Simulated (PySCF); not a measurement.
## Chlorine: a sound run and one with changed settings

Sound run: Cl [Ne] 3s2 3p5, Cl+ [Ne] 3s2 3p4. Computed with PySCF 2.14 in pcseg-2, with no relativity, point nucleus. In the sound run the correlated levels freeze [Ne]. The sound run starts from symmetry-adapted Hartree-Fock orbitals and uses a fine grid where one is needed.

Changed run: initial guess 1e, at most 50 SCF cycles.

```
species   method  sound run (hartree)  changed run (hartree)  converged
     Cl      UHF           -459.47818             -459.47818        yes
     Cl     PBE0           -460.00577             -460.00577        yes
     Cl  CCSD(T)           -459.65376             -459.65376        yes
    Cl+   r2SCAN           -459.64506             -459.64506        yes
    Cl+      MP2           -459.16156             -459.16156        yes
```

Here the plain start reaches the same solutions.
